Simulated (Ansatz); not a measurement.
A calculation with Ansatz (development build ahead of 0.2.0).

```yaml
crystal:
  periodic: [false, false, false]
  atoms:
    - { symbol: "N", position_ang: [-0.07935, 0.08925, 0.01363] }
    - { symbol: C, position_ang: [0.25472, 0.37238, -1.12146] }
    - { symbol: O, position_ang: [0.54864, 0.84291, -2.1641] }
basis:
  gaussian: { orbitals: def2-SVP }
magnetization:
  spin_polarized: true
  initial_magnetization: 1
hamiltonian:
  xc: hf
output:
  forces: true
```

The input is written out in the form of the current development build from the run's settings.

Results

```
Converged                       : yes
Total energy                    : -166.99019 hartree
Spin squared of the determinant : 0.864
Stability test                  : minimum
```

Forces (eV/Å):
```
atom      Fx      Fy      Fz
  N1   0.409  -0.140  -1.293
  C2   0.037   1.408  -0.399
  O3  -0.446  -1.268   1.692
```

Caution: the unrestricted determinant is spin contaminated.
